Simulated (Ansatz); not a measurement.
Geometry optimisation, RKS B3LYP-D4/def2-SVP (Ansatz).

Input file:

```yaml
crystal:
  periodic: [false, false, false]
  atoms:
    - { symbol: Al, position_ang: [0.0, 0.0, 0.0] }
    - { symbol: C, position_ang: [0.0, 0.0, 2.32] }
    - { symbol: H, position_ang: [-0.9996, -0.3092, 2.6905] }
    - { symbol: H, position_ang: [0.7676, -0.7111, 2.6905] }
    - { symbol: H, position_ang: [0.232, 1.0203, 2.6905] }
    - { symbol: H, position_ang: [1.351, 0.0, -0.78] }
    - { symbol: Cl, position_ang: [-1.9312, 0.0, -1.115] }
    - { symbol: H, position_ang: [-0.2382, -1.749, 0.5865] }
    - { symbol: H, position_ang: [-0.19, -1.3947, 1.5677] }
basis:
  gaussian: { orbitals: def2-SVP }
hamiltonian:
  xc: b3lyp
  dispersion: d4
relax:
  f_tol: 0.15
  max_steps: 25
  restrain:
    - { distance: [0, 7], at: 1.56, k: 30.0 }
    - { distance: [8, 1], at: 1.11, k: 30.0 }
    - { distance: [0, 1], at: 3.17, k: 30.0 }
    - { distance: [8, 7], at: 1.86, k: 30.0 }
```

Launched with:

```bash
$ ansatz run input.yaml --threads 1 --pin off --max-ram 2048MiB --backend cpu --events-out ev --progress --plain --runs-dir out
```

Where does it end, and by what steps?

The run converged. The restraints hold the end off the free minimum. After 8 steps the energy has fallen by 2.322 eV (the restraints' own energy left out); Al1 moved furthest, 0.76 Å. Joined: C2–H9 (1.60 → 1.11 Å).

```json
{"step": "0", "energy less start (eV)": "0.0000", "largest force component (eV/Å)": "3.894", "accepted": "yes"}
{"step": "1", "energy less start (eV)": "1.0030", "largest force component (eV/Å)": "2.973", "accepted": "yes"}
{"step": "2", "energy less start (eV)": "0.7525", "largest force component (eV/Å)": "3.065", "accepted": "yes"}
{"step": "3", "energy less start (eV)": "-0.4323", "largest force component (eV/Å)": "2.531", "accepted": "yes"}
{"step": "4", "energy less start (eV)": "-1.8395", "largest force component (eV/Å)": "1.214", "accepted": "yes"}
{"step": "5", "energy less start (eV)": "-2.1197", "largest force component (eV/Å)": "0.726", "accepted": "yes"}
{"step": "6", "energy less start (eV)": "-2.3035", "largest force component (eV/Å)": "0.525", "accepted": "yes"}
{"step": "7", "energy less start (eV)": "-2.3204", "largest force component (eV/Å)": "0.420", "accepted": "yes"}
{"step": "8", "energy less start (eV)": "-2.3217", "largest force component (eV/Å)": "0.420", "accepted": "yes"}
```

```xyz
9
Properties=species:S:1:pos:R:3
Al -0.068 -0.523 -0.551
C -0.039 -0.265 2.606
H -0.968 -0.292 3.191
H 0.819 -0.510 3.249
H 0.101 0.748 2.196
H 1.285 0.234 -0.824
Cl -1.865 0.404 -1.168
H -0.168 -1.915 0.151
H -0.105 -1.024 1.801
```

Run time: 27 s on 1 thread of Arm Neoverse V2, with other jobs on the host, peak memory 0.15 GiB.
